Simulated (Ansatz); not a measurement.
A calculation with Ansatz (development build ahead of 0.2.0).

```yaml
crystal:
  periodic: [false, false, false]
  atoms:
    - { symbol: C, position_ang: [0.02006, -0.61821, -0.68572] }
    - { symbol: C, position_ang: [-0.02121, -0.62436, 0.69616] }
    - { symbol: C, position_ang: [-0.00717, 0.56912, -1.58605] }
    - { symbol: C, position_ang: [-0.02038, 0.54973, 1.61947] }
    - { symbol: H, position_ang: [0.01991, -1.68345, -1.17827] }
    - { symbol: H, position_ang: [-0.03411, -1.66641, 1.1428] }
    - { symbol: H, position_ang: [0.00764, 1.48265, -1.09835] }
    - { symbol: H, position_ang: [0.92231, 0.53278, -2.23572] }
    - { symbol: H, position_ang: [-0.87493, 0.4615, -2.27113] }
    - { symbol: H, position_ang: [-0.02274, 1.46915, 1.09255] }
    - { symbol: H, position_ang: [-0.8685, 0.49896, 2.29452] }
    - { symbol: H, position_ang: [0.85442, 0.50314, 2.20559] }
basis:
  gaussian: { orbitals: "6-31G" }
hamiltonian:
  xc: hf
correlation:
  method: mp2
  frozen_orbitals: { C: 1, H: 0 }
```

The input is written out in the form of the current development build from the run's settings.

The run gave:

| Quantity | Value |
| --- | --- |
| Converged | yes |
| Reference energy | -156.03101 hartree |
| Correlation energy | -0.36546 hartree |
| Total energy | -156.39647 hartree |
| Spin squared of the determinant | 0.000 |
